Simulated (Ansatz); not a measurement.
We consider fcc Al, described by rVV10 (PAW; Ansatz, a quantum-chemistry and plane-wave program).

Numerical settings: plane-wave cutoff 520 eV, 24×24×24 k mesh, Fermi–Dirac smearing 0.05 eV, scalar-relativistic PAW data made under PBE.

Cell (relaxed at this level):

```yaml
crystal:
  lattice:
    - [0.00000, 2.01277, 2.01277]
    - [2.01277, 0.00000, 2.01277]
    - [2.01277, 2.01277, 0.00000]
  atoms:
    - { symbol: Al, position: [0.00000, 0.00000, 0.00000] }
```

Question: Give the computed bulk modulus B0 and pressure derivative B′ of the bulk modulus.

Answer: 
- bulk modulus B0 = 77.7 GPa
- pressure derivative B′ of the bulk modulus = 4.8

The run finds no gap.

Measured, for comparison: bulk modulus 80.8 GPa (corrected for temperature and zero-point phonon effects, our sources range from 77.1 to 82.0; as tabulated in Levämäki et al. (2014), arXiv:1402.3671). Computed (rounded) less measured: bulk modulus -4 % (inside the range of the sources held).

Static lattice: no zero-point or thermal effects.

The result took around 30 core-seconds (rough).
